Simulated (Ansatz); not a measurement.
**BH₂O (doublet): wave-function methods side by side at distance O2–H4 = 0.961 Å, cc-pVDZ**

How much of the correlation energy of BH₂O (doublet) does each wave-function method recover here?

Method: cc-pVDZ, core rule «outside noble gas», up to 2 orbitals frozen; program: Ansatz 0.2.0, Gaussian basis.

The runs, in order: UHF; CCSD(T) on ROHF; CCSD(T) on UHF; BCCD(T) on ROHF; CISD; CCSDT(Q) on ROHF; CCSDT(Q) on UHF; CASSCF and MRCISD+Q, 3 electrons in 3 orbitals; CASSCF and NEVPT2, 3 electrons in 3 orbitals.

39 further runs of the same task are left out: 12 for a known fault of the program, 3 for a mislabelled method, 19 that didn't finish, 5 set aside as unsound or not needed.

## Step 1: The geometry

The geometry derives from a PBE0/def2-TZVP stationary point (not a proven minimum). One bond is set to the value named and the two fragments are kept rigid.

4 atoms, charge 0, spin multiplicity 2.

Atoms are counted from 1 here; the program's logs count them from 0.

Bond lengths: B1–O2 1.333 Å, B1–H3 1.201 Å, O2–H4 0.961 Å. Angles: O2–B1–H3 121.0°, B1–O2–H4 114.7°.

## Step 2: UHF

The input, in.yaml:

```yaml
crystal:
  periodic: [false, false, false]
  atoms:
    - {symbol: B, position_ang: [0.000000, -0.238444, 0.741561]}
    - {symbol: O, position_ang: [0.000000, 0.160716, -0.530327]}
    - {symbol: H, position_ang: [0.000000, 0.558957, 1.639208]}
    - {symbol: H, position_ang: [0.000000, -0.552553, -1.174989]}
basis:
  gaussian: {orbitals: cc-pVDZ}
magnetization: {spin_polarized: true, initial_magnetization: 1}
hamiltonian: {xc: hf}
output: {orbitals: {seedname: orbitals}}
```

The run is started by

```sh
> ansatz run in.yaml --threads 1 --pin off --events-out ev --progress --plain --max-ram 2393MiB
```

The runs that follow: CCSD(T) on ROHF; CCSD(T) on UHF; BCCD(T) on ROHF; CISD; CCSDT(Q) on ROHF; CCSDT(Q) on UHF; CASSCF and MRCISD+Q, 3 electrons in 3 orbitals; CASSCF and NEVPT2, 3 electrons in 3 orbitals.

Before running them: what should the planned runs give, taken together? Wanted: UCCSDT(Q) below the RHF energy; RMP2 from UCCSDT(Q); UMP2 from UCCSDT(Q); RCCSD from UCCSDT(Q); RCCSD(T) from UCCSDT(Q); UCCSD(T) from UCCSDT(Q); RCCSDT(Q) from UCCSDT(Q); NEVPT2 pair from UCCSDT(Q); T1 diagnostic.

As calculated:

| quantity | value |
| --- | --- |
| UCCSDT(Q) below the RHF energy | -7.6280 eV |
| RMP2 from UCCSDT(Q) | +65.7 kJ/mol |
| UMP2 from UCCSDT(Q) | +65.1 kJ/mol |
| RCCSD from UCCSDT(Q) | +19.9 kJ/mol |
| RCCSD(T) from UCCSDT(Q) | +3.1 kJ/mol |
| UCCSD(T) from UCCSDT(Q) | +3.1 kJ/mol |
| RCCSDT(Q) from UCCSDT(Q) | +0.2 kJ/mol |
| NEVPT2 pair from UCCSDT(Q) | +68.4 kJ/mol |
| levels within 1 kcal/mol (43 meV) | RCCSD(T), UCCSD(T), BCCD(T), RCCSDT, UCCSDT, RCCSDT(Q) |
| T1 diagnostic | 0.020 |

What this shows: RCCSD(T) misses by +3.1 kJ/mol, 0.4 % of the correlation energy. These misses are within one basis, not against nature; the frozen cores of restricted and unrestricted runs differ, which can shift their rows.
